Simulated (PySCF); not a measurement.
## Telling isomers of C₄H₆N₂ apart by NMR

How the numbers were obtained: NMR shieldings at PBE0/pcSseg-1/GIAO, geometry from GFN2-xTB, B3LYP/pcJ-1 coupling constants (spin–dipole term left out of most H,H and C,H couplings), in PySCF 2.14 (in vacuum, rapidly exchanging positions averaged, one conformer, relativity neglected).

References, each an isolated molecule treated in the same way: TMS for $^{1}$H (σref 31.72), $^{13}$C (σref 186.93). Multiplet labels drop J under 1 Hz and among equivalent protons, and merge close values. Unscaled 3J(H,H) run several per cent high. Where no couplings were computed, multiplicities follow the n + 1 count of equivalent neighbours, and m marks all less simple cases (inequivalent or close neighbours, rings, F or P nearby). Shifts are as computed. Against solution values, carbons near 30 ppm lie about +3 ppm off and those near 130 ppm about +5 ppm. Of 1211 compounds with measured shifts, 218 miss one by over three times the rms of a fit or turn the order of signals round; such compounds aren't used in these exercises.

(1) Tabulate the signals of `Cn1ccnc1`, `C=C/N=C\N=C` and their relative energies.

(2) What is the quickest way to tell Cn1ccnc1 from C=C/N=C\N=C?

## Answers

(1) 
| SMILES | carbon types | δC | δH | E rel. (kcal/mol) |
| --- | --- | --- | --- | --- |
| Cn1ccnc1 | 3×CH 1×CH3 | 140.3, 137.2, 122.6, 33.6 | 7.30 (d, 1H), 7.15 (d, 1H), 6.86 (t, 1H), 3.77 (s, 3H) | 0.0 |
| C=C/N=C\N=C | 2×CH 2×CH2 | 158.0, 152.1, 142.9, 122.7 | 8.26 (s, 1H), 7.74 (m, 1H), 7.63 (m, 1H), 6.87 (m, 1H), 5.97 (m, 1H), 5.23 (m, 1H) | 46.9 |

Energies are electronic energies at PBE0/pcSseg-1 on these geometries, without zero-point or thermal terms, each for the one conformer computed, which needn't be the lowest.

(2) Both give the same number of carbon signals, but DEPT or the intensities differ. The first has a methyl carbon bonded to N (CH3) at 33.6 ppm, the second a C=N carbon (CH2) at 158.0 ppm. Their most deshielded carbons lie at 140.3 and 158.0 ppm. In the proton spectra the most deshielded non-exchanging signals are 7.30 (d, J = 1.6 Hz, 1H) and 8.26 (s, 1H).
